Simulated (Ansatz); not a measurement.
# ClF3, singlet: cost against accuracy

Geometry (MP2(full)/6-31G*, from the G2/97 set):

```xyz
4

Cl    0.0000    0.0000    0.3786
F     0.0000    0.0000   -1.2566
F     0.0000    1.7145    0.2751
F     0.0000   -1.7145    0.2751
```

Measured, as an electronic atomization energy: 125.4 kcal/mol (G2/97 heats of formation of molecule and atoms, with zero-point and thermal terms from B3LYP taken off; Curtiss et al., J. Chem. Phys. 106, 1063 (1997), Staroverov et al., J. Chem. Phys. 119, 12129 (2003)). The measured value holds scalar relativity and spin–orbit coupling, which all computed ones lack, and core correlation, which the wave-function levels lack. Atoms are taken at the same level; beside RHF, RMP2 and RCC rows they are unrestricted. Ansatz 0.2.0; the 6-31G* set has Cartesian d functions; a miss is computed less measured; times are wall times on shared hosts and scatter by a factor of two or so.

| level | basis | miss (kcal/mol) | time of the run | hardware |
| --- | --- | --- | --- | --- |
| RHF | cc-pV(D+d)Z | -173.8 | 1.1 s | 1 CPU thread |
| RMP2 | cc-pV(D+d)Z | -38.3 | – | – |
| RCCSD(T) | cc-pV(D+d)Z | -53.4 | 1.7 s | 1 CPU thread |
| RCCSDT(Q) | cc-pV(D+d)Z | -51.6 | 7.5 s | H100 + 2 CPU threads |
| RHF | cc-pV(T+d)Z | -152.1 | – | – |
| RMP2 | cc-pV(T+d)Z | 3.5 | – | – |
| RCCSD(T) | cc-pV(T+d)Z | -17.2 | 2.3 s | H100 + 2 CPU threads |
| RCCSDT(Q) | cc-pV(T+d)Z | -16.0 | 7.8 min | H100 + 2 CPU threads |
| RHF | cc-pV(Q+d)Z | -148.7 | – | – |
| RMP2 | cc-pV(Q+d)Z | 15.6 | – | – |
| RCCSD(T) | cc-pV(Q+d)Z | -5.8 | 7 s | H100 + 2 CPU threads |

HF's time is that of a plain UHF run. A dash: the level came out of a higher level's run.

A composite of the best parts (restricted reference, at this geometry, which isn't the minimum of the high levels):

| part | kcal/mol |
| --- | --- |
| Hartree–Fock limit (T, Q; exp(−5.46 √X)) | -22.33 |
| CCSD(T) correlation limit (T, Q; X⁻³) | 148.82 |
| CCSDT − CCSD(T) (TZ) | -0.44 |
| (Q) (TZ) | 1.60 |
| sum | 127.7 |
| sum less measured | 2.3 |
